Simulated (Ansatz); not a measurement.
# AlH3OSi: up Jacob's ladder to CCSD(T)

Aim: compute AlH3OSi with functionals from several rungs and with coupled cluster. The yardstick is the atomisation energy at the CCSD(T) limit.

Program: Ansatz 0.2.0, Gaussian basis. Level of theory: functionals in def2-TZVPP, the program's frozen cores in correlated methods. These are calculated values, not measurements.

Levels to be run: LDA (SPW92), PBE-D4, revPBE-D4, BLYP-D4, r2SCAN-D4, B97M-V, PBE0-D4, B3LYP-D4, r2SCANh-D4, r2SCAN0-D4, HSE06-D4, BHLYP-D4, CAM-B3LYP-D4, LC-ωPBE, ωB97X-V, ωB97M-V, B2PLYP, PBE-QIDH; CCSD(T)/def2-SVP; CCSD(T)/def2-TZVPP; MP2/def2-QZVPP; extrapolation to the limit; RPA on PBE.

1 further run of the same task is left out (it didn't finish).

### Step 1. The relaxed structure

The geometry comes from an earlier relaxation with PBE0-D4 in a triple-zeta def2 set; it is a stationary point.

SMILES `[O]1[AlH][SiH2]1`, 6 atoms, charge 0, spin multiplicity 1.

Atoms are counted from 1 here; the program's logs count them from 0.

Bond lengths: O1–Al2 1.740 Å, O1–Si3 1.688 Å, Al2–Si3 2.271 Å, Al2–H4 1.578 Å, Si3–H5 1.489 Å, Si3–H6 1.489 Å. Angles: Al2–O1–Si3 83.0°, O1–Al2–Si3 47.5°, O1–Al2–H4 129.8°, Si3–Al2–H4 177.4°, O1–Si3–Al2 49.5°, O1–Si3–H5 114.4°, O1–Si3–H6 114.4°, Al2–Si3–H5 126.3°, Al2–Si3–H6 126.3°, H5–Si3–H6 107.3°.

### Step 2. LDA

This LDA is Slater exchange with PW92 correlation.

The input, in.yaml:

```yaml
crystal:
  periodic: [false, false, false]
  atoms:
    - {symbol: O, position_ang: [-0.821845, -0.701996, -0.180753]}
    - {symbol: Al, position_ang: [0.806119, -1.092360, 0.292078]}
    - {symbol: Si, position_ang: [-0.233507, 0.879970, -0.140894]}
    - {symbol: H, position_ang: [1.466263, -2.496163, 0.578603]}
    - {symbol: H, position_ang: [-0.273177, 1.585492, -1.451876]}
    - {symbol: H, position_ang: [-0.901654, 1.761057, 0.856743]}
basis:
  gaussian: {orbitals: def2-TZVPP}
hamiltonian: {xc: lda}
output: {orbitals: {seedname: orbitals}}
```

On the command line:

```sh
ansatz run in.yaml --threads 2 --pin off --events-out ev --progress --plain --max-ram 4352MiB
```

Further steps of the session: PBE-D4 (GGA); revPBE-D4 (GGA); BLYP-D4 (GGA); r2SCAN-D4 (meta-GGA); B97M-V (meta-GGA); PBE0-D4 (hybrid); B3LYP-D4 (hybrid); r2SCANh-D4 (hybrid); r2SCAN0-D4 (hybrid); HSE06-D4 (hybrid); BHLYP-D4 (hybrid); CAM-B3LYP-D4 (range-separated); LC-ωPBE (range-separated); ωB97X-V (range-separated); ωB97M-V (range-separated); B2PLYP (double hybrid); PBE-QIDH (double hybrid); CCSD(T) in def2-SVP; CCSD(T) in def2-TZVPP; MP2 in def2-QZVPP; RPA on PBE orbitals.

Q: Predict the results of all the runs planned. Wanted: atomisation energy, CCSD(T)/CBS; farthest beyond LDA; mean size of error, GGA; mean size of error, meta-GGA; mean size of error, hybrid; mean size of error, range-separated; mean size of error, double hybrid; gap, smallest and largest; T1 diagnostic.

As calculated:

| quantity | value |
| --- | --- |
| atomisation energy, CCSD(T)/CBS | 1835.5 kJ/mol |
| functionals within 9.2 kJ/mol (0.5 %) | r2SCAN-D4, ωB97X-V, ωB97M-V |
| farthest beyond LDA | BHLYP-D4 (-78.3 kJ/mol) |
| mean size of error, GGA | 29.6 kJ/mol |
| mean size of error, meta-GGA | 10.4 kJ/mol |
| mean size of error, hybrid | 41.5 kJ/mol |
| mean size of error, range-separated | 13.3 kJ/mol |
| mean size of error, double hybrid | 39.8 kJ/mol |
| gap, smallest and largest | 2.96 eV (LDA (SPW92)), 9.30 eV (LC-ωPBE) |
| T1 diagnostic | 0.0161 |
| triples share of the correlation energy | 3.9 % |

What this shows: The LDA atomisation energy is off by 230.5 kJ/mol (13 %): it overbinds. PBE-D4 misses by -9.6 kJ/mol. Double hybrids carry the basis error of their MP2 part in triple zeta, and no dispersion term here, so their miss is partly the set-up's. Taken by rung, meta-GGA functionals do best (10.4 kJ/mol on average) and hybrid ones worst beyond LDA (41.5 kJ/mol). The gap between the best rungs is small, so their order is not settled. The mean of the hybrids holds BHLYP, with half exact exchange. The reference freezes the cores and leaves out relativity and excitations past (T), so misses under about 9.2 kJ/mol can't be ranked. Hartree-Fock recovers 70 % of the binding; the rest is correlation. CCSD(T) in def2-SVP is off by -168.2 kJ/mol, so the small basis spoils what the method gains. Orbital gaps span 3.0 to 9.3 eV; exact exchange widens them.
